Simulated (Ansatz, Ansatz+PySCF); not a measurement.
```xyz
4

C    -0.0485   -0.0118   -0.3019
O     0.0361    1.1136    0.2359
O     0.0049   -1.0865    0.1864
H     0.0234    0.0141   -1.4312
```

RHF-MP2 on singlet CHO2(-) was run in several spherical basis sets with Ansatz (development build ahead of 0.2.0). Frozen core: 3 orbitals. Caution: no diffuse functions for an anion.

Question: Rank the basis sets by the total energy that they give, lowest first, with the distance from the lowest.
A. aug-cc-pVDZ
B. 6-31G
C. cc-pVDZ
D. cc-pVTZ
E. def2-TZVP
F. STO-3G
G. 6-31G(d)
H. def2-SVP

Answer: E (0.00 eV), D (0.25 eV), A (3.81 eV), C (5.91 eV), G (6.86 eV), H (10.26 eV), B (13.15 eV), F (90.31 eV).

Totals follow the description of the cores as much as that of the bonds, so this order isn't one of quality for chemistry.
